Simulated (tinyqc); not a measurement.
Worked calculation (part 1 of 2): RHF in the sto-3g basis, for H3O+, spin multiplicity 1. Computed by tinyqc, a small Python program that keeps every step (integrals from PySCF). Settings: charge = 1, multiplicity = 1, basis = sto-3g, energy threshold = 1e-08, iteration cap = 82, orthogonalisation = symmetric, start = random, DIIS depth = 0, method = RHF. Command: `OMP_NUM_THREADS=1 python tinyqc.py 21944 21945 out.jsonl` (the two numbers bound the seeds that draw the settings). One thread of a shared host (Intel(R) Xeon(R) Processor @ 2.60GHz), about 0.09 s of CPU time with the checks. Later iterations appear only in the table of the cycle.

## One-electron integrals

Geometry (angstrom):
```
atom          x          y         z
O      0.000000   0.000000  0.233000
H      1.162000   0.000000  0.000000
H     -0.581000   1.006000  0.000000
H     -0.581000  -1.006000  0.000000
```

Basis sto-3g: exponents (1/bohr^2) and contraction coefficients of normalised primitives:
```
element  l (shell)    exponent  coefficient
O            s (1)  130.709320     0.154329
O            s (1)   23.808861     0.535328
O            s (1)    6.443608     0.444635
O            s (2)    5.033151    -0.099967
O            s (2)    1.169596     0.399513
O            s (2)    0.380389     0.700115
O            p (3)    5.033151     0.155916
O            p (3)    1.169596     0.607684
O            p (3)    0.380389     0.391957
H            s (1)    3.425251     0.154329
H            s (1)    0.623914     0.535328
H            s (1)    0.168855     0.444635
```

Overlap, kinetic and nuclear-attraction integrals over the contracted functions; the nuclear repulsion is the sum of Za Zb / Rab.

nuclear repulsion = 11.50688958 hartree

overlap S, lower triangle:
```
           1O 1s     1O 2s     1O 2px     1O 2py     1O 2pz     2H 1s     3H 1s     4H 1s
1O 1s   1.000000
1O 2s   0.236704  1.000000
1O 2px  0.000000  0.000000   1.000000
1O 2py  0.000000  0.000000   0.000000   1.000000
1O 2pz  0.000000  0.000000   0.000000   0.000000   1.000000
2H 1s   0.031397  0.338550   0.301973   0.000000  -0.060551  1.000000
3H 1s   0.031417  0.338696  -0.151073   0.261582  -0.060585  0.116795  1.000000
4H 1s   0.031417  0.338696  -0.151073  -0.261582  -0.060585  0.116795  0.116888  1.000000
```

kinetic energy T (hartree), lower triangle:
```
            1O 1s     1O 2s     1O 2px     1O 2py     1O 2pz      2H 1s      3H 1s     4H 1s
1O 1s   29.003200
1O 2s   -0.168011  0.808128
1O 2px   0.000000  0.000000   2.528731
1O 2py   0.000000  0.000000   0.000000   2.528731
1O 2pz   0.000000  0.000000   0.000000   0.000000   2.528731
2H 1s   -0.008893  0.044925   0.137703   0.000000  -0.027612   0.760032
3H 1s   -0.008894  0.044998  -0.068933   0.119358  -0.027644  -0.010254   0.760032
4H 1s   -0.008894  0.044998  -0.068933  -0.119358  -0.027644  -0.010254  -0.010248  0.760032
```

nuclear attraction V (hartree), lower triangle:
```
             1O 1s       1O 2s      1O 2px      1O 2py      1O 2pz      2H 1s      3H 1s      4H 1s
1O 1s   -61.958203
1O 2s    -7.500203  -10.387847
1O 2px    0.000007    0.000081  -10.347308
1O 2py    0.000000    0.000000    0.000000  -10.347316
1O 2pz    0.005976    0.073962   -0.000015    0.000000  -10.248733
2H 1s    -1.016774   -2.647896   -2.075360    0.000000    0.432102  -5.271586
3H 1s    -1.017431   -2.649248    1.038401   -1.797954    0.432390  -0.705559  -5.272402
4H 1s    -1.017431   -2.649248    1.038401    1.797954    0.432390  -0.705559  -0.706123  -5.272402
```

core Hamiltonian H = T + V (hartree), lower triangle:
```
             1O 1s      1O 2s     1O 2px     1O 2py     1O 2pz      2H 1s      3H 1s      4H 1s
1O 1s   -32.955003
1O 2s    -7.668214  -9.579719
1O 2px    0.000007   0.000081  -7.818577
1O 2py    0.000000   0.000000   0.000000  -7.818585
1O 2pz    0.005976   0.073962  -0.000015   0.000000  -7.720002
2H 1s    -1.025668  -2.602971  -1.937657   0.000000   0.404490  -4.511554
3H 1s    -1.026325  -2.604250   0.969468  -1.678596   0.404746  -0.715812  -4.512371
4H 1s    -1.026325  -2.604250   0.969468   1.678596   0.404746  -0.715812  -0.716372  -4.512371
```

## Two-electron integrals

Functions are numbered as in S; the eight-fold symmetry (ij|kl) = (ji|kl) = (kl|ij) leaves the list below.

Two-electron integrals (ij|kl) in chemists' order, unique and non-zero (hartree):
```
(11|11) 4.785065    (21|11) 0.741380    (21|21) 0.136873    (22|11) 1.118947
(22|21) 0.256633    (22|22) 0.817206    (31|31) 0.024477    (32|31) 0.037809
(32|32) 0.180518    (33|11) 1.115814    (33|21) 0.256684    (33|22) 0.817023
(33|33) 0.880159    (41|41) 0.024477    (42|41) 0.037809    (42|42) 0.180518
(43|43) 0.047444    (44|11) 1.115814    (44|21) 0.256684    (44|22) 0.817023
(44|33) 0.785270    (44|44) 0.880159    (51|51) 0.024477    (52|51) 0.037809
(52|52) 0.180518    (53|53) 0.047444    (54|54) 0.047444    (55|11) 1.115814
(55|21) 0.256684    (55|22) 0.817023    (55|33) 0.785270    (55|44) 0.785270
(55|55) 0.880159    (61|11) 0.099429    (61|21) 0.018221    (61|22) 0.034012
(61|31) 0.000807    (61|32) 0.001526    (61|33) 0.034141    (61|44) 0.033946
(61|51) -0.000162   (61|52) -0.000306   (61|53) -0.000039   (61|55) 0.033954
(61|61) 0.002456    (62|11) 0.267847    (62|21) 0.062317    (62|22) 0.222950
(62|31) 0.004581    (62|32) 0.036591    (62|33) 0.230211    (62|44) 0.218982
(62|51) -0.000919   (62|52) -0.007337   (62|53) -0.002252   (62|55) 0.219434
(62|61) 0.008475    (62|62) 0.078506    (63|11) 0.200013    (63|21) 0.047097
(63|22) 0.179921    (63|31) 0.009203    (63|32) 0.064833    (63|33) 0.195268
(63|44) 0.171972    (63|51) -0.000603   (63|52) -0.005534   (63|53) -0.003190
(63|55) 0.172315    (63|61) 0.006656    (63|62) 0.077053    (63|63) 0.085376
(64|41) 0.006196    (64|42) 0.037234    (64|43) 0.007387    (64|54) -0.001481
(64|64) 0.010593    (65|11) -0.040106   (65|21) -0.009444   (65|22) -0.036077
(65|31) -0.000603   (65|32) -0.005534   (65|33) -0.036192   (65|44) -0.034483
(65|51) 0.006317    (65|52) 0.038344    (65|53) 0.007729    (65|55) -0.037514
(65|61) -0.001335   (65|62) -0.015450   (65|63) -0.014995   (65|65) 0.013600
(66|11) 0.439660    (66|21) 0.103916    (66|22) 0.428405    (66|31) 0.008990
(66|32) 0.101447    (66|33) 0.458530    (66|44) 0.412153    (66|51) -0.001803
(66|52) -0.020342   (66|53) -0.009299   (66|55) 0.414018    (66|61) 0.014216
(66|62) 0.199158    (66|63) 0.223175    (66|65) -0.044750   (66|66) 0.774606
(71|11) 0.099493    (71|21) 0.018233    (71|22) 0.034034    (71|31) -0.000404
(71|32) -0.000764   (71|33) 0.034017    (71|41) 0.000700    (71|42) 0.001323
(71|43) -0.000085   (71|44) 0.034114    (71|51) -0.000162   (71|52) -0.000306
(71|53) 0.000020    (71|54) -0.000034   (71|55) 0.033976    (71|61) 0.002415
(71|62) 0.008176    (71|63) 0.006058    (71|64) 0.000214    (71|65) -0.001289
(71|66) 0.013606    (71|71) 0.002459    (72|11) 0.267984    (72|21) 0.062348
(72|22) 0.223058    (72|31) -0.002292   (72|32) -0.018308   (72|33) 0.221899
(72|41) 0.003969    (72|42) 0.031700    (72|43) -0.004865   (72|44) 0.227513
(72|51) -0.000919   (72|52) -0.007342   (72|53) 0.001127    (72|54) -0.001951
(72|55) 0.219541    (72|61) 0.008174    (72|62) 0.060051    (72|63) 0.045376
(72|64) 0.006744    (72|65) -0.011442   (72|66) 0.119926    (72|71) 0.008484
(72|72) 0.078578    (73|11) -0.100074   (73|21) -0.023564   (73|22) -0.090019
(73|31) 0.006952    (73|32) 0.044160    (73|33) -0.094500   (73|41) -0.001303
(73|42) -0.011957   (73|43) 0.008246    (73|44) -0.089239   (73|51) 0.000302
(73|52) 0.002769    (73|53) -0.001910   (73|54) 0.000741    (73|55) -0.086213
(73|61) -0.002844   (73|62) -0.016851   (73|63) -0.005473   (73|64) -0.001444
(73|65) 0.003148    (73|66) -0.027272   (73|71) -0.003332   (73|72) -0.038568
(73|73) 0.029322    (74|11) 0.173277    (74|21) 0.040802    (74|22) 0.155867
(74|31) -0.001303   (74|32) -0.011957   (74|33) 0.150827    (74|41) 0.008455
(74|42) 0.057958    (74|43) -0.006893   (74|44) 0.167316    (74|51) -0.000522
(74|52) -0.004795   (74|53) 0.000741    (74|54) -0.002764   (74|55) 0.149278
(74|61) 0.005352    (74|62) 0.042663    (74|63) 0.032094    (74|64) 0.012228
(74|65) -0.008000   (74|66) 0.086962    (74|71) 0.005770    (74|72) 0.066780
(74|73) -0.032411   (74|74) 0.066723    (75|11) -0.040133   (75|21) -0.009450
(75|22) -0.036100   (75|31) 0.000302    (75|32) 0.002769    (75|33) -0.034933
(75|41) -0.000522   (75|42) -0.004795   (75|43) 0.000741    (75|44) -0.035788
(75|51) 0.006320    (75|52) 0.038365    (75|53) -0.003868   (75|54) 0.006697
(75|55) -0.037539   (75|61) -0.001289   (75|62) -0.011443   (75|63) -0.008504
(75|64) -0.001275   (75|65) 0.009873    (75|66) -0.024743   (75|71) -0.001336
(75|72) -0.015467   (75|73) 0.007507    (75|74) -0.012998   (75|75) 0.013614
(76|11) 0.067722    (76|21) 0.015891    (76|22) 0.061472    (76|31) 0.000466
(76|32) 0.004411    (76|33) 0.061763    (76|41) 0.000807    (76|42) 0.007640
(76|43) 0.000276    (76|44) 0.062081    (76|51) -0.000374   (76|52) -0.003539
(76|53) -0.000415   (76|54) -0.000719   (76|55) 0.060505    (76|61) 0.002131
(76|62) 0.020915    (76|63) 0.019294    (76|64) 0.002233    (76|65) -0.004645
(76|66) 0.054537    (76|71) 0.002133    (76|72) 0.020924    (76|73) -0.007717
(76|74) 0.017830    (76|75) -0.004647   (76|76) 0.007020    (77|11) 0.439753
(77|21) 0.103938    (77|22) 0.428486    (77|31) -0.004498   (77|32) -0.050749
(77|33) 0.423832    (77|41) 0.007788    (77|42) 0.087873    (77|43) -0.020091
(77|44) 0.447017    (77|51) -0.001804   (77|52) -0.020352   (77|53) 0.004653
(77|54) -0.008057   (77|55) 0.414095    (77|61) 0.013600    (77|62) 0.119889
(77|63) 0.088925    (77|64) 0.019869    (77|65) -0.024734   (77|66) 0.262100
(77|71) 0.014228    (77|72) 0.199267    (77|73) -0.111666   (77|74) 0.193349
(77|75) -0.044782   (77|76) 0.054537    (77|77) 0.774606    (81|11) 0.099493
(81|21) 0.018233    (81|22) 0.034034    (81|31) -0.000404   (81|32) -0.000764
(81|33) 0.034017    (81|41) -0.000700   (81|42) -0.001323   (81|43) 0.000085
(81|44) 0.034114    (81|51) -0.000162   (81|52) -0.000306   (81|53) 0.000020
(81|54) 0.000034    (81|55) 0.033976    (81|61) 0.002415    (81|62) 0.008176
(81|63) 0.006058    (81|64) -0.000214   (81|65) -0.001289   (81|66) 0.013606
(81|71) 0.002417    (81|72) 0.008180    (81|73) -0.003217   (81|74) 0.005141
(81|75) -0.001290   (81|76) 0.002072    (81|77) 0.013609    (81|81) 0.002459
(82|11) 0.267984    (82|21) 0.062348    (82|22) 0.223058    (82|31) -0.002292
(82|32) -0.018308   (82|33) 0.221899    (82|41) -0.003969   (82|42) -0.031700
(82|43) 0.004865    (82|44) 0.227513    (82|51) -0.000919   (82|52) -0.007342
(82|53) 0.001127    (82|54) 0.001951    (82|55) 0.219541    (82|61) 0.008174
(82|62) 0.060051    (82|63) 0.045376    (82|64) -0.006744   (82|65) -0.011442
(82|66) 0.119926    (82|71) 0.008180    (82|72) 0.060082    (82|73) -0.028550
(82|74) 0.035937    (82|75) -0.011449   (82|76) 0.016429    (82|77) 0.119954
(82|81) 0.008484    (82|82) 0.078578    (83|11) -0.100074   (83|21) -0.023564
(83|22) -0.090019   (83|31) 0.006952    (83|32) 0.044160    (83|33) -0.094500
(83|41) 0.001303    (83|42) 0.011957    (83|43) -0.008246   (83|44) -0.089239
(83|51) 0.000302    (83|52) 0.002769    (83|53) -0.001910   (83|54) -0.000741
(83|55) -0.086213   (83|61) -0.002844   (83|62) -0.016851   (83|63) -0.005473
(83|64) 0.001444    (83|65) 0.003148    (83|66) -0.027272   (83|71) -0.003217
(83|72) -0.028550   (83|73) 0.021095    (83|74) -0.016780   (83|75) 0.005360
(83|76) -0.005937   (83|77) -0.061717   (83|81) -0.003332   (83|82) -0.038568
(83|83) 0.029322    (84|11) -0.173277   (84|21) -0.040802   (84|22) -0.155867
(84|31) 0.001303    (84|32) 0.011957    (84|33) -0.150827   (84|41) 0.008455
(84|42) 0.057958    (84|43) -0.006893   (84|44) -0.167316   (84|51) 0.000522
(84|52) 0.004795    (84|53) -0.000741   (84|54) -0.002764   (84|55) -0.149278
(84|61) -0.005352   (84|62) -0.042663   (84|63) -0.032094   (84|64) 0.012228
(84|65) 0.008000    (84|66) -0.086962   (84|71) -0.005141   (84|72) -0.035937
(84|73) 0.016780    (84|74) -0.014318   (84|75) 0.006729    (84|76) -0.010279
(84|77) -0.067099   (84|81) -0.005770   (84|82) -0.066780   (84|83) 0.032411
(84|84) 0.066723    (85|11) -0.040133   (85|21) -0.009450   (85|22) -0.036100
(85|31) 0.000302    (85|32) 0.002769    (85|33) -0.034933   (85|41) 0.000522
(85|42) 0.004795    (85|43) -0.000741   (85|44) -0.035788   (85|51) 0.006320
(85|52) 0.038365    (85|53) -0.003868   (85|54) -0.006697   (85|55) -0.037539
(85|61) -0.001289   (85|62) -0.011443   (85|63) -0.008504   (85|64) 0.001275
(85|65) 0.009873    (85|66) -0.024743   (85|71) -0.001290   (85|72) -0.011449
(85|73) 0.005360    (85|74) -0.006729   (85|75) 0.009879    (85|76) -0.003516
(85|77) -0.024751   (85|81) -0.001336   (85|82) -0.015467   (85|83) 0.007507
(85|84) 0.012998    (85|85) 0.013614    (86|11) 0.067722    (86|21) 0.015891
(86|22) 0.061472    (86|31) 0.000466    (86|32) 0.004411    (86|33) 0.061763
(86|41) -0.000807   (86|42) -0.007640   (86|43) -0.000276   (86|44) 0.062081
(86|51) -0.000374   (86|52) -0.003539   (86|53) -0.000415   (86|54) 0.000719
(86|55) 0.060505    (86|61) 0.002131    (86|62) 0.020915    (86|63) 0.019294
(86|64) -0.002233   (86|65) -0.004645   (86|66) 0.054537    (86|71) 0.002072
(86|72) 0.016429    (86|73) -0.005937   (86|74) 0.010279    (86|75) -0.003516
(86|76) 0.005546    (86|77) 0.034025    (86|81) 0.002133    (86|82) 0.020924
(86|83) -0.007717   (86|84) -0.017830   (86|85) -0.004647   (86|86) 0.007020
(87|11) 0.067775    (87|21) 0.015903    (87|22) 0.061520    (87|31) -0.000933
(87|32) -0.008831   (87|33) 0.062290    (87|44) 0.061651    (87|51) -0.000374
(87|52) -0.003542   (87|53) 0.000831    (87|55) 0.060552    (87|61) 0.002072
(87|62) 0.016433    (87|63) 0.011875    (87|65) -0.003517   (87|66) 0.034045
(87|71) 0.002134    (87|72) 0.020942    (87|73) -0.011598   (87|74) 0.015609
(87|75) -0.004651   (87|76) 0.005550    (87|77) 0.054587    (87|81) 0.002134
(87|82) 0.020942    (87|83) -0.011598   (87|84) -0.015609   (87|85) -0.004651
(87|86) 0.005550    (87|87) 0.007031    (88|11) 0.439753    (88|21) 0.103938
(88|22) 0.428486    (88|31) -0.004498   (88|32) -0.050749   (88|33) 0.423832
(88|41) -0.007788   (88|42) -0.087873   (88|43) 0.020091    (88|44) 0.447017
(88|51) -0.001804   (88|52) -0.020352   (88|53) 0.004653    (88|54) 0.008057
(88|55) 0.414095    (88|61) 0.013600    (88|62) 0.119889    (88|63) 0.088925
(88|64) -0.019869   (88|65) -0.024734   (88|66) 0.262100    (88|71) 0.013609
(88|72) 0.119954    (88|73) -0.061717   (88|74) 0.067099    (88|75) -0.024751
(88|76) 0.034025    (88|77) 0.262161    (88|81) 0.014228    (88|82) 0.199267
(88|83) -0.111666   (88|84) -0.193349   (88|85) -0.044782   (88|86) 0.054537
(88|87) 0.054587    (88|88) 0.774606
```

## Orthogonalisation

S = U s U^T; symmetric (Loewdin) form X = U s^(-1/2) U^T, so that X^T S X = 1.

eigenvalues of S: 0.467417  0.567036  0.567129  0.958275  1.035949  1.316077  1.316107  1.772011

X, lower triangle:
```
            1O 1s      1O 2s     1O 2px     1O 2py    1O 2pz      2H 1s      3H 1s     4H 1s
1O 1s    1.023946
1O 2s   -0.138719   1.167689
1O 2px   0.000005  -0.000050   1.064217
1O 2py   0.000000   0.000000   0.000000   1.064234
1O 2pz   0.002787  -0.025453   0.000010   0.000000  1.004445
2H 1s    0.016554  -0.182480  -0.183932   0.000000  0.031987   1.097483
3H 1s    0.016560  -0.182589   0.092020  -0.159352  0.032012  -0.037836   1.097573
4H 1s    0.016560  -0.182589   0.092020   0.159352  0.032012  -0.037836  -0.037868  1.097573
```

## Starting guess

The start is random orthonormal orbitals; D = 2 C_occ C_occ^T.

D at the start, lower triangle:
```
            1O 1s      1O 2s     1O 2px     1O 2py    1O 2pz      2H 1s      3H 1s     4H 1s
1O 1s    1.402219
1O 2s   -0.339975   1.810922
1O 2px   0.672985  -0.154570   0.783644
1O 2py  -0.437155  -0.147150   0.097804   1.892493
1O 2pz  -0.463303  -0.282233  -0.202879  -0.625980  1.119758
2H 1s   -0.409511   0.653378  -0.354576   0.102083  0.251842   0.658280
3H 1s    0.048763  -0.381485   0.803203  -0.490077  0.483950  -0.694008   2.246856
4H 1s    0.365679  -1.030333   0.451937   0.900324  0.447504   0.176185  -0.157926  2.382427
```

## Iteration 1: building the Fock matrix

J_ij = sum D_kl (ij|kl), K_ij = sum D_kl (ik|jl); F = H + J - 0.5 K; E = tr D H + tr D J / 2 - 0.25 tr D K + E_nn.

Coulomb J (hartree), lower triangle:
```
            1O 1s      1O 2s     1O 2px     1O 2py     1O 2pz     2H 1s     3H 1s     4H 1s
1O 1s   13.325556
1O 2s    2.590880   6.947675
1O 2px   0.032435   0.023278   6.901131
1O 2py  -0.023032  -0.024687   0.006964   7.035878
1O 2pz  -0.034067  -0.113619  -0.017643  -0.061128   6.889060
2H 1s    0.346219   1.925688   1.563059   0.000048  -0.340382  3.962316
3H 1s    0.344346   1.981113  -0.819140   1.436831  -0.359373  0.559378  4.489886
4H 1s    0.345599   1.977768  -0.819292  -1.435582  -0.342246  0.557155  0.570584  4.470401
```

exchange K (hartree), lower triangle:
```
            1O 1s      1O 2s     1O 2px     1O 2py     1O 2pz     2H 1s     3H 1s     4H 1s
1O 1s    6.525572
1O 2s    1.168225   2.001539
1O 2px   0.690541   0.427334   0.913573
1O 2py  -0.554195  -0.082947   0.079277   1.792461
1O 2pz  -0.560463  -0.129193  -0.230188  -0.530603   1.325886
2H 1s    0.226794   0.808686   0.354862   0.020150  -0.050418  0.771462
3H 1s    0.040167   0.569629   0.079295   0.466069  -0.032217  0.173829  1.416238
4H 1s    0.269377   0.480879   0.020044  -0.290182   0.146514  0.252115  0.092450  1.305836
```

Fock matrix F (hartree), lower triangle:
```
             1O 1s      1O 2s     1O 2px     1O 2py     1O 2pz      2H 1s      3H 1s      4H 1s
1O 1s   -22.892233
1O 2s    -5.661447  -3.632813
1O 2px   -0.312829  -0.190308  -1.374233
1O 2py    0.254065   0.016786  -0.032675  -1.678937
1O 2pz    0.252141   0.024940   0.097436   0.204173  -1.493885
2H 1s    -0.792846  -1.081626  -0.552029  -0.010027   0.089317  -0.934969
3H 1s    -0.702063  -0.907951   0.110680  -0.474800   0.061481  -0.243349  -0.730604
4H 1s    -0.815416  -0.866922   0.140154   0.388105  -0.010758  -0.284714  -0.192013  -0.694887
```

total energy of this density = -58.48427521 hartree

## Iteration 1: diagonalisation and new density

Diagonalise F' = X^T F X, C = X C', fill 5 alpha and 5 beta electrons from the bottom; D = 2 C_occ C_occ^T. Each column has its largest component positive (the first on a tie).

F' = X^T F X (hartree), lower triangle:
```
            1          2          3          4          5          6          7          8
1  -22.528173
2   -2.723415  -2.585000
3   -0.315393  -0.103093  -1.320220
4    0.253833   0.007214  -0.036798  -1.635324
5    0.261646  -0.001459   0.087130   0.203450  -1.499433
6   -0.039815  -0.411289  -0.242725  -0.003832   0.011825  -0.623652
7   -0.079061  -0.290167   0.009678  -0.205998  -0.020684  -0.010558  -0.478084
8   -0.135805  -0.215675   0.044623   0.122647  -0.040357  -0.081150  -0.033684  -0.477982
```

orbital energies (hartree): MO1 -22.906632, MO2 -2.392315, MO3 -1.823633, MO4 -1.417025, MO5 -1.300278, MO6 -0.507478, MO7 -0.440434, MO8 -0.360073

coefficients C:
```
              MO1        MO2        MO3        MO4        MO5        MO6        MO7        MO8
1O 1s    0.996301  -0.254647   0.015612  -0.009976   0.041505   0.069663   0.041073   0.049717
1O 2s    0.015211   1.025732  -0.059329  -0.049336  -0.200114  -0.420515  -0.340776  -0.303390
1O 2px   0.016474   0.086202   0.169586   0.636624   0.710268  -0.338642   0.300013  -0.180014
1O 2py  -0.012119   0.054597   0.818525  -0.504085   0.275219   0.223928  -0.022983  -0.360209
1O 2pz  -0.012176   0.012824  -0.559258  -0.539843   0.637364   0.043486  -0.000476   0.001030
2H 1s   -0.006675   0.057039  -0.020463   0.069597   0.083960   0.933651  -0.327260   0.530420
3H 1s    0.000139  -0.025405  -0.008692  -0.033004   0.094038  -0.304828   0.690610   0.833975
4H 1s   -0.001083  -0.055271   0.020994  -0.021687   0.075243   0.535847   0.812679  -0.564643
```

D after iteration 1, lower triangle:
```
            1O 1s      1O 2s    1O 2px     1O 2py    1O 2pz     2H 1s     3H 1s     4H 1s
1O 1s    2.119055
1O 2s   -0.509570   2.196716
1O 2px   0.040476  -0.189868  1.892467
1O 2py   0.006506  -0.045901  0.035768   2.005917
1O 2pz   0.015425  -0.109527  0.030169  -0.018755  2.021490
2H 1s   -0.037409   0.078767  0.210556  -0.051060  0.056397  0.031219
3H 1s    0.021409  -0.085462  0.084239   0.068028  0.164573  0.008653  0.021307
4H 1s    0.033325  -0.143884  0.076829   0.091640  0.094456  0.002466  0.018026  0.019257
```
